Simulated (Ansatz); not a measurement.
CH7Si2: which of these isomers lies lowest?

2 of its isomers, all doublets with charge 0: A = `C[SiH2][SiH2]`; B = `[SiH2]C[SiH3]`.

Shapes, held fixed at every level: PBE0-D4/def2-TZVP. Flexible molecules stand in one conformer, not always the lowest. Programs: Ansatz 0.2.0.

Electronic energies in kJ/mol, without zero-point or thermal terms.

| level | kind | B − A |
| --- | --- | --- |
| HF/def2-SVP | Hartree–Fock | +9.5 |
| HF/def2-TZVPP | Hartree–Fock | +8.5 |
| SPW92/def2-TZVPP | LDA | +23.2 |
| PBE-D4/def2-TZVPP | GGA | +26.3 |
| BHLYP-D4/def2-TZVPP | global hybrid | +13.9 |
| MP2/def2-SVP | perturbation theory | +9.1 |
| CCSD(T)/def2-TZVPP | coupled cluster or CI | +15.0 |
| CCSD(T)/CBS estimate | coupled cluster or CI | +15.3 |

The highest level, CCSD(T)/CBS estimate, puts A lowest of these. All levels agree on that. The B − A difference spans +8.5 to +26.3 kJ/mol over the levels. Open shells run unrestricted unless RO is named. The CBS estimate extrapolates MP2 from def2-TZVPP and def2-QZVPP and adds CCSD(T) − MP2 in the triple-zeta set, cores frozen.
